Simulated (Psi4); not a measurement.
# doublet BSiH5F at 3 levels

We compute a comparison of 3 runs (U-revPBE/6-311+G**, UBLYP/6-311+G**, UTPSS/6-311+G**) of doublet BSiH5F. 

The results are computed with Psi4 1.11.

**1. The system as given**

BSiH5F: 8 atoms, total charge 0, spin state doublet. As SMILES of the parent species, `F[BH2-][SiH3]`. The coordinates come from a GFN2-xTB relaxation. That shape belongs to the parent species and isn't relaxed for this state.

Bond lengths: F1–B2 1.460 Å, B2–Si3 1.985 Å, B2–H4 1.227 Å, B2–H5 1.228 Å, Si3–H6 1.493 Å, Si3–H7 1.496 Å, Si3–H8 1.493 Å. Some angles: F1–B2–Si3 110.7°, F1–B2–H4 106.8°, F1–B2–H5 106.8°, Si3–B2–H4 111.7°, Si3–B2–H5 111.7°, B2–Si3–H6 119.7°, B2–Si3–H7 116.7°, B2–Si3–H8 119.5°, H4–B2–H5 108.8°, H6–Si3–H7 99.0°.

**2. Energy and gradient at U-revPBE/6-311+G(d,p) (run 1)**

input.json

```json
{
 "schema_name": "qcschema_input",
 "schema_version": 1,
 "molecule": {
  "schema_name": "qcschema_molecule",
  "schema_version": 2,
  "symbols": ["F", "B", "Si", "H", "H", "H", "H", "H"],
  "geometry": [-3.66130657, 0.76832485, -1.24903338, -0.9438993, 0.6292599, -1.70339913, 0.85944744, -0.51861644, 1.378593, -0.26369238, 2.74819091, -2.35639399, -0.63354958, -0.83527784, -3.47586775, 0.7065308, 1.017712, 3.73973021, 3.67052844, -0.76150294, 1.18994164, 0.26592226, -3.04810934, 2.4764105],
  "molecular_charge": 0,
  "molecular_multiplicity": 2,
  "fix_symmetry": "c1"
 },
 "driver": "gradient",
 "model": {
  "method": "revpbe",
  "basis": "6-311+G**"
 },
 "keywords": {
  "reference": "uks",
  "puream": true,
  "e_convergence": 1e-09,
  "d_convergence": 1e-08,
  "scf_type": "pk",
  "dft_radial_points": 99,
  "dft_spherical_points": 590,
  "maxiter": 200
 }
}
```

Run with:

```
psi4 --qcschema input.json -n 1 --memory 1600MB
```

stdout:

```text
[...]
  Running in c1 symmetry.
[...]
  Nuclear repulsion =   95.827096777639738
[...]
  Multiplicity = 2
[...]
  Nalpha       = 17
  Nbeta        = 16
[...]
    Number of basis functions: 104
[...]
   @UKS iter   1:  -416.88291745878496   -3.64289e-01   5.44593e-03 ADIIS/DIIS
[...]
   @UKS iter  14:  -417.06543497819479   -1.30740e-12   2.53696e-09 DIIS
[...]
   @S^2 Observed:                7.517853393E-01
[...]
    Orbital Energies [Eh]
    ---------------------
    Alpha Occupied:
       1A    -65.444077     2A    -24.277476     3A     -6.557623
       4A     -5.092219     5A     -3.499791     6A     -3.495889
       7A     -3.495692     8A     -1.092560     9A     -0.551791
      10A     -0.482516    11A     -0.413410    12A     -0.396522
      13A     -0.394641    14A     -0.324780    15A     -0.322013
      16A     -0.290585    17A     -0.281083
    Alpha Virtual:
      18A     -0.036935    19A     -0.012387    20A     -0.008074
      21A     -0.004490    22A      0.020655    23A      0.021565
      24A      0.029027    25A      0.041798    26A      0.048302
[...]
  @UKS Final Energy:  -417.06543497819479
   => Energetics <=
    Nuclear Repulsion Energy =             95.8270967776397384
    One-Electron Energy =                -766.7635359638884438
    Two-Electron Energy =                 291.0096625511791899
    DFT Exchange-Correlation Energy =     -37.1386583431253143
    Empirical Dispersion Energy =           0.0000000000000000
    VV10 Nonlocal Energy =                  0.0000000000000000
    Total Energy =                       -417.0654349781947872
[...]
 Multipole Moments:
 ------------------------------------------------------------------------------------
     Multipole            Electronic (a.u.)      Nuclear  (a.u.)        Total (a.u.)
 ------------------------------------------------------------------------------------
 L = 1.  Multiply by 2.5417464519 to convert [e a0] to [Debye]
 Dipole X            :         -4.8483128            5.4031184            0.5548055
 Dipole Y            :          1.1703124           -1.2878744           -0.1175620
 Dipole Z            :         -2.1401001            2.3347692            0.1946691
 Magnitude           :                                                    0.5996049
[...]
  -Total Gradient:
     Atom            X                  Y                   Z
    ------   -----------------  -----------------  -----------------
       1       -0.023926423087     0.004463027216    -0.006417995641
       2        0.059600514727    -0.024245554169     0.058658244109
       3       -0.034668459297     0.018359128535    -0.047629963725
       4       -0.011162024444    -0.004632640637    -0.019757099085
       5       -0.008883309788     0.016784123547    -0.013170251000
       6        0.009834601219    -0.013186755304     0.003558136720
       7       -0.002715601872    -0.004329548081     0.015016989686
       8        0.011933416137     0.006795468998     0.009714502687
[...]
```

The result, in JSON:

```text
{
 "driver": "gradient",
 "model": {
  "method": "revpbe",
  "basis": "6-311+G**"
 },
 "success": true,
 "return_result": [-0.023926423087176935, 0.004463027216440887, -0.006417995640948294, 0.05960051472703912, -0.024245554169426003, 0.05865824410901971, -0.03466845929658635, 0.018359128535203086, -0.047629963724892393, -0.011162024444354608, -0.004632640637423219, -0.01975709908475888, -0.008883309787707929, 0.016784123547454552, -0.013170250999878813, 0.009834601219141686, -0.013186755303994678, 0.0035581367198612435, -0.002715601872287088, -0.004329548080649323, 0.01501698968584339, 0.01193341613674254, 0.006795468998393256, 0.009714502687169904],
 "properties": {
  "calcinfo_nbasis": 104,
  "calcinfo_nmo": 104,
  "calcinfo_nalpha": 17,
  "calcinfo_nbeta": 16,
  "calcinfo_natom": 8,
  "nuclear_repulsion_energy": 95.82709677763974,
  "return_energy": -417.0654349781948,
  "return_gradient": [-0.023926423087176935, 0.004463027216440887, -0.006417995640948294, 0.05960051472703912, -0.024245554169426003, 0.05865824410901971, -0.03466845929658635, 0.018359128535203086, -0.047629963724892393, -0.011162024444354608, -0.004632640637423219, -0.01975709908475888, -0.008883309787707929, 0.016784123547454552, -0.013170250999878813, 0.009834601219141686, -0.013186755303994678, 0.0035581367198612435, -0.002715601872287088, -0.004329548080649323, 0.01501698968584339, 0.01193341613674254, 0.006795468998393256, 0.009714502687169904],
  "scf_one_electron_energy": -766.7635359638884,
  "scf_two_electron_energy": 291.0096625511792,
  "scf_xc_energy": -37.138658343125314,
  "scf_dipole_moment": [0.5548055420278786, -0.11756197668551693, 0.1946690835660343],
  "scf_total_energy": -417.0654349781948,
  "scf_total_gradient": [-0.023926423087176935, 0.004463027216440887, -0.006417995640948294, 0.05960051472703912, -0.024245554169426003, 0.05865824410901971, -0.03466845929658635, 0.018359128535203086, -0.047629963724892393, -0.011162024444354608, -0.004632640637423219, -0.01975709908475888, -0.008883309787707929, 0.016784123547454552, -0.013170250999878813, 0.009834601219141686, -0.013186755303994678, 0.0035581367198612435, -0.002715601872287088, -0.004329548080649323, 0.01501698968584339, 0.01193341613674254, 0.006795468998393256, 0.009714502687169904],
  "scf_iterations": 14
 }
}
```

Run time: 38 s. Hardware: 1 thread of Intel Xeon Platinum 8488C (Sapphire Rapids), shared host; peak memory 0.67 GiB.

**3. A single-point energy at UBLYP/6-311+G(d,p) (run 2)**

bfh5si.json

```json
{
 "schema_name": "qcschema_input",
 "schema_version": 1,
 "molecule": {
  "schema_name": "qcschema_molecule",
  "schema_version": 2,
  "symbols": ["F", "B", "Si", "H", "H", "H", "H", "H"],
  "geometry": [-3.66130657, 0.76832485, -1.24903338, -0.9438993, 0.6292599, -1.70339913, 0.85944744, -0.51861644, 1.378593, -0.26369238, 2.74819091, -2.35639399, -0.63354958, -0.83527784, -3.47586775, 0.7065308, 1.017712, 3.73973021, 3.67052844, -0.76150294, 1.18994164, 0.26592226, -3.04810934, 2.4764105],
  "molecular_charge": 0,
  "molecular_multiplicity": 2,
  "fix_symmetry": "c1"
 },
 "driver": "energy",
 "model": {
  "method": "blyp",
  "basis": "6-311+G**"
 },
 "keywords": {
  "reference": "uks",
  "puream": true,
  "e_convergence": 1e-09,
  "d_convergence": 1e-08,
  "scf_type": "pk",
  "dft_radial_points": 99,
  "dft_spherical_points": 590,
  "maxiter": 200,
  "scf_properties": ["WIBERG_LOWDIN_INDICES", "LOWDIN_CHARGES", "MAYER_INDICES"]
 }
}
```

Run with:

```
psi4 --qcschema bfh5si.json -n 1 --memory 1600MB
```

stdout:

```text
[...]
  Running in c1 symmetry.
[...]
  Nuclear repulsion =   95.827096777639738
[...]
  Multiplicity = 2
[...]
  Nalpha       = 17
  Nbeta        = 16
[...]
    Number of basis functions: 104
[...]
   @UKS iter   1:  -416.93044118166944   -3.55016e-01   5.83437e-03 DIIS/ADIIS
[...]
   @UKS iter  14:  -417.13559198080668   -1.30740e-12   3.75746e-09 DIIS
[...]
   @S^2 Observed:                7.515549536E-01
[...]
    Orbital Energies [Eh]
    ---------------------
    Alpha Occupied:
       1A    -65.481992     2A    -24.291752     3A     -6.573525
       4A     -5.086772     5A     -3.506802     6A     -3.503001
       7A     -3.502817     8A     -1.084492     9A     -0.546212
      10A     -0.478626    11A     -0.411497    12A     -0.395603
      13A     -0.392329    14A     -0.322472    15A     -0.319592
      16A     -0.287842    17A     -0.280990
    Alpha Virtual:
      18A     -0.033916    19A     -0.011055    20A     -0.004584
      21A     -0.002091    22A      0.023517    23A      0.024353
      24A      0.030908    25A      0.043792    26A      0.049706
[...]
  @UKS Final Energy:  -417.13559198080668
   => Energetics <=
    Nuclear Repulsion Energy =             95.8270967776397384
    One-Electron Energy =                -766.7612978695589163
    Two-Electron Energy =                 291.0155632112748094
    DFT Exchange-Correlation Energy =     -37.2169541001623401
    Empirical Dispersion Energy =           0.0000000000000000
    VV10 Nonlocal Energy =                  0.0000000000000000
    Total Energy =                       -417.1355919808066801
[...]
 Multipole Moments:
 ------------------------------------------------------------------------------------
     Multipole            Electronic (a.u.)      Nuclear  (a.u.)        Total (a.u.)
 ------------------------------------------------------------------------------------
 L = 1.  Multiply by 2.5417464519 to convert [e a0] to [Debye]
 Dipole X            :         -4.8317335            5.4031184            0.5713849
 Dipole Y            :          1.1681975           -1.2878744           -0.1196769
 Dipole Z            :         -2.1387351            2.3347692            0.1960341
 Magnitude           :                                                    0.6158187
[...]
```

The result, in JSON:

```text
{
 "driver": "energy",
 "model": {
  "method": "blyp",
  "basis": "6-311+G**"
 },
 "success": true,
 "return_result": -417.1355919808067,
 "properties": {
  "calcinfo_nbasis": 104,
  "calcinfo_nmo": 104,
  "calcinfo_nalpha": 17,
  "calcinfo_nbeta": 16,
  "calcinfo_natom": 8,
  "nuclear_repulsion_energy": 95.82709677763974,
  "return_energy": -417.1355919808067,
  "scf_one_electron_energy": -766.7612978695589,
  "scf_two_electron_energy": 291.0155632112748,
  "scf_xc_energy": -37.21695410016234,
  "scf_dipole_moment": [0.5713848884845261, -0.11967693438541005, 0.19603407948780394],
  "scf_total_energy": -417.1355919808067,
  "scf_iterations": 14
 }
}
```

It took 30 s on 1 thread of Intel Xeon Platinum 8488C (Sapphire Rapids), shared host; peak memory 0.67 GiB.

**4. A single-point energy at UTPSS/6-311+G(d,p) (run 3)**

bfh5si.py

```python
import psi4

psi4.set_memory(1600000000)
psi4.set_num_threads(1)
psi4.core.set_output_file('psi4.out', False)

mol = psi4.geometry("""
0 2
F     -1.937480     0.406580    -0.660960
B     -0.499490     0.332990    -0.901400
Si     0.454800    -0.274440     0.729520
H     -0.139540     1.454280    -1.246950
H     -0.335260    -0.442010    -1.839350
H      0.373880     0.538550     1.978980
H      1.942360    -0.402970     0.629690
H      0.140720    -1.612990     1.310460
units angstrom
symmetry c1
no_reorient
no_com
""")

psi4.set_options({
    'reference': 'uks',
    'puream': True,
    'e_convergence': 1e-09,
    'd_convergence': 1e-08,
    'scf_type': 'pk',
    'dft_radial_points': 99,
    'dft_spherical_points': 590,
    'maxiter': 200,
})

result = psi4.energy("tpss/6-311+G**", molecule=mol)
print('E =', round(result, 9))
```

Run with:

```
python bfh5si.py
```

psi4.out:

```text
[...]
  Running in c1 symmetry.
[...]
  Nuclear repulsion =   95.827096728626941
[...]
  Multiplicity = 2
[...]
  Nalpha       = 17
  Nbeta        = 16
[...]
    Number of basis functions: 104
[...]
   @UKS iter   1:  -417.06511078082679   -4.31474e-01   5.09796e-03 ADIIS/DIIS
[...]
   @UKS iter  14:  -417.21534289642983   -1.13687e-12   2.11611e-09 DIIS
[...]
   @S^2 Observed:                7.527063338E-01
[...]
    Orbital Energies [Eh]
    ---------------------
    Alpha Occupied:
       1A    -65.700331     2A    -24.420217     3A     -6.637421
       4A     -5.148192     5A     -3.525412     6A     -3.521228
       7A     -3.521035     8A     -1.117265     9A     -0.564736
      10A     -0.492513    11A     -0.421672    12A     -0.404721
      13A     -0.402948    14A     -0.334914    15A     -0.332652
      16A     -0.299295    17A     -0.290739
    Alpha Virtual:
      18A     -0.032271    19A     -0.004218    20A     -0.003790
      21A      0.001794    22A      0.027426    23A      0.028702
      24A      0.036238    25A      0.048441    26A      0.055558
[...]
  @UKS Final Energy:  -417.21534289642983
   => Energetics <=
    Nuclear Repulsion Energy =             95.8270967286269411
    One-Electron Energy =                -766.7764089457454020
    Two-Electron Energy =                 291.0429224130253942
    DFT Exchange-Correlation Energy =     -37.3089530923368287
    Empirical Dispersion Energy =           0.0000000000000000
    VV10 Nonlocal Energy =                  0.0000000000000000
    Total Energy =                       -417.2153428964298314
[...]
 Multipole Moments:
 ------------------------------------------------------------------------------------
     Multipole            Electronic (a.u.)      Nuclear  (a.u.)        Total (a.u.)
 ------------------------------------------------------------------------------------
 L = 1.  Multiply by 2.5417464519 to convert [e a0] to [Debye]
 Dipole X            :         22.4642309          -21.8932520            0.5709789
 Dipole Y            :         -2.0409007            1.9216058           -0.1192949
 Dipole Z            :         -0.9207647            1.1158266            0.1950619
 Magnitude           :                                                    0.6150588
[...]
```

The script printed:

```text
E = -417.215342896
```

Wall time 73 s (1 thread of Intel Xeon Platinum 8488C (Sapphire Rapids), shared host); peak memory 0.7 GiB.

**5. The series**

| run | level | task | properties | energy (Eh) | dipole moment (D) | HOMO energy (eV) | LUMO energy (eV) | wall time |
| --- | --- | --- | --- | --- | --- | --- | --- | --- |
| 1 | U-revPBE/6-311+G** | gradient | – | -417.065435 | 1.52 | -7.40 | -6.89 | 38 s |
| 2 | UBLYP/6-311+G** | energy | (wiberg, lowdin, mayer) | -417.135592 | 1.57 | -7.38 | -6.90 | 30 s |
| 3 | UTPSS/6-311+G** | energy | – | -417.215343 | 1.56 | -7.64 | -6.88 | 73 s |

**6. What came out**

| quantity | value |
| --- | --- |
| run 3: total energy | -417.21534 Eh |
| run 3: dipole moment | 1.56 D |
| run 3: HOMO energy (highest over α and β) | -7.64 eV |
| run 3: LUMO energy (lowest over α and β) | -6.88 eV |
| run 3: ⟨S²⟩ | 0.753 |

What this shows: The dipole moment (its size) runs from 1.52 D (U-revPBE/6-311+G**) to 1.57 D (UBLYP/6-311+G**). Totals of different functionals can't be ranked against each other. All runs together took 2.3 min, the longest 73 s.
